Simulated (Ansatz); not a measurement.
## Basis or method: vertical ionisation to the doublet of NH$_{3}$

NH3, singlet; coordinates (Å): N 0.000 0.000 -0.067; H 0.939 0.013 0.314; H -0.483 0.808 0.306; H -0.461 -0.820 0.307. Quantity: vertical ionisation to the doublet.

Ansatz 0.2.0, basis 6-31G or cc-pVDZ or cc-pVTZ; geometries are PBE0/def2-TZVP minima. Wave-function levels freeze the cores; HF, MP2 and coupled cluster are restricted for singlets and unrestricted otherwise, Kohn–Sham unrestricted where that lies lower. The reference is CCSDT(Q) or full CI (coupled cluster only where its series has nearly closed). Semilocal and hybrid functionals correlate all electrons outside any core potential and usually lie nearer their basis limit than the reference, so part of their error here is the reference's basis and frozen-core error; RPA and the MP2 part of double hybrids freeze the same cores as the reference. None of these values is a measured one. Energies are electronic, without zero-point terms. No spin–orbit coupling and no scalar relativity. The species are chosen: bound, without strong static correlation by their natural occupations or amplitudes, in their lowest spin state as far as vertical gaps and like structures tell, with only the lowest ion state computed, and with a ladder that closes on the reference, so errors are smaller than for species at large; levels whose determinant breaks symmetry or spin markedly are left out.

```json
{"level": "reference", "6-31G (eV)": "9.825 (full CI)", "cc-pVDZ (eV)": "10.290 (CCSDT(Q))", "cc-pVTZ (eV)": "10.728 (CCSDT(Q))"}
{"level": "CCSD", "6-31G (eV)": "9.806", "cc-pVDZ (eV)": "10.253", "cc-pVTZ (eV)": "10.650"}
{"level": "CCSD(T)", "6-31G (eV)": "9.822", "cc-pVDZ (eV)": "10.287", "cc-pVTZ (eV)": "10.728"}
{"level": "CCSDT", "6-31G (eV)": "9.821", "cc-pVDZ (eV)": "10.286", "cc-pVTZ (eV)": "10.723"}
{"level": "PBE", "6-31G (eV)": "10.384", "cc-pVDZ (eV)": "10.572", "cc-pVTZ (eV)": "10.808"}
{"level": "B3LYP", "6-31G (eV)": "10.463", "cc-pVDZ (eV)": "10.621", "cc-pVTZ (eV)": "10.859"}
{"level": "wB97M-V", "6-31G (eV)": "10.420", "cc-pVDZ (eV)": "10.584", "cc-pVTZ (eV)": "10.792"}
{"level": "B2PLYP", "6-31G (eV)": "10.218", "cc-pVDZ (eV)": "10.457", "cc-pVTZ (eV)": "10.755"}
```

From 6-31G to cc-pVTZ the reference moves by 0.903 eV and PBE by 0.424; the step from CCSD(T) to the reference is 0.003 in the first and 0.000 in the last.
